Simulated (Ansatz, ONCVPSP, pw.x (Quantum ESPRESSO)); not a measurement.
**pw.x on sc Mo: one setting changed**

Potential: optimised norm-conserving Vanderbilt (ONCV), ONCVPSP 4.0.1.1 (patched build), LDA (Perdew-Wang 92); core [Ar] 3d10, reference 4s2 4p6 4d5 5s1; waves: 4s+5s: rc 2.10 bohr, ncon 4, nbas 7, qcut 4.6 1/bohr, 2 projectors; 4p: rc 1.15 bohr, ncon 4, nbas 8, qcut 8.7 1/bohr, 2 projectors, debl 3.9 Ha; 4d: rc 2.35 bohr, ncon 4, nbas 9, qcut 5.2 1/bohr, 1 projector; f scattering state at 0.14 Ha: rc 1.90 bohr, ncon 4, nbas 8, qcut 5.2 1/bohr, 2 projectors, debl 3 Ha; local part: polynomial inside 0.90 bohr (lpopt 3, dvloc0 6 Ha); core correction: polynomial model core, fcfact 0.65.

The reference run (k-mesh 13³, cutoffs 95/380 Ry, Fermi–Dirac 0.01 Ry, mixing_beta 0.4, conv_thr 1e-9, no spin) gives -0.77 GPa at 16.819 Å³/atom, where all-electron LAPW gives -1.72 GPa. This run, with its own iteration cap, changes ecutwfc (ecutrho with it) to 5, a wrong or extreme entry chosen on purpose.

```
&control
  calculation='scf', prefix='x', pseudo_dir='./', outdir='./tmp', tstress=.true., disk_io='none'
/
&system
  ibrav=0, nat=1, ntyp=1, ecutwfc=5, ecutrho=20, nbnd=15,
  occupations='smearing', smearing='fd', degauss=0.01
/
&electrons
  conv_thr=1e-09, mixing_beta=0.4, electron_maxstep=70
/
ATOMIC_SPECIES
Mo 1.0 Mo.UPF
CELL_PARAMETERS angstrom
  2.56212348 0.00000000 0.00000000
  0.00000000 2.56212348 0.00000000
  0.00000000 0.00000000 2.56212348
ATOMIC_POSITIONS crystal
Mo 0.0000 0.0000 0.0000
K_POINTS automatic
13 13 13 0 0 0
```

```bash
pw.x < Mo.scf.in > Mo.scf.out
```

Task: How does the run end?

Result: It stops with "memory_report: more bands than PWs!".

```
Message from routine setup:
     using ibrav=0 with symmetry is DISCOURAGED, use correct ibrav instead
     lattice parameter (alat)  =       4.8417  a.u.
     unit-cell volume          =     113.5002 (a.u.)^3
     number of electrons       =        14.00
     number of Kohn-Sham states=           15
     kinetic-energy cutoff     =       5.0000  Ry
     charge density cutoff     =      20.0000  Ry
     scf convergence threshold =      1.0E-09
     Exchange-correlation= SLA  PW   NOGX NOGC
     number of k points=    84  Fermi-Dirac smearing, width (Ry)=  0.0100
     Error in routine memory_report (1):
     more bands than PWs!
```

The run took about 0.1 s on one core of a shared host (Neoverse-N1, 64 threads, 124 GiB, load 60).
